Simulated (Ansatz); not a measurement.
O₂S, SMILES O=S=O, a rigid scan of one bond angle

Program: Ansatz 0.2.0, Python API.

Script `bend_o2s.py`:
```python
# -*- coding: utf-8 -*-
"""Bending curve of O2S."""

import warnings

import ansatz as az
from ase import Atoms


def main():
    warnings.simplefilter("ignore", az.DeckWarning)

    atoms = Atoms(["O", "S", "O"], positions=[
        (-0.97025, 0.62965, -0.45905),
        (0.28003, 0.37141, 0.19409),
        (0.69022, -1.00106, 0.26496),
    ])

    # relax first, so that the scan starts from a minimum
    first = az.Crystal.molecule_from_ase(atoms).calculation()
    first = first.basis(gaussian="def2-SVP").functional("PBE")
    first = first.relax(force_tolerance=0.02, max_steps=80)
    atoms.positions = first.run(threads=1, backend="cpu").report["positions_ang"]

    rows = []
    for angle in [90, 100, 110, 120, 135, 150, 165, 179]:
        bent = atoms.copy()
        bent.set_angle(0, 1, 2, angle, indices=[2])
        base = (
            az.Crystal.molecule_from_ase(bent).calculation()
            .basis(gaussian="def2-SVP")
            .functional("PBE")
        )
        rows.append((angle, base.run(threads=1, backend="cpu").report["free_energy_ev"]))
    floor = min(e for _, e in rows)
    for angle, e in rows:
        print(f"angle O0-S1-O2 = {angle:3d} deg   {1000 * (e - floor):9.1f} meV")


if __name__ == "__main__":
    main()
```

Running `python bend_o2s.py` prints:
```text
angle O0-S1-O2 =  90 deg      1576.5 meV
angle O0-S1-O2 = 100 deg       595.2 meV
angle O0-S1-O2 = 110 deg       117.2 meV
angle O0-S1-O2 = 120 deg         0.0 meV
angle O0-S1-O2 = 135 deg       343.6 meV
angle O0-S1-O2 = 150 deg      1144.2 meV
angle O0-S1-O2 = 165 deg      2111.7 meV
angle O0-S1-O2 = 179 deg      2598.4 meV
```

The scan is rigid, and the energies are electronic, in a modest basis. The zero is the lowest point of the grid, which needn't be the minimum. Finished in 6.5 s on 1 thread of Arm Neoverse V2, with other jobs on the host, peak memory 0.16 GiB.
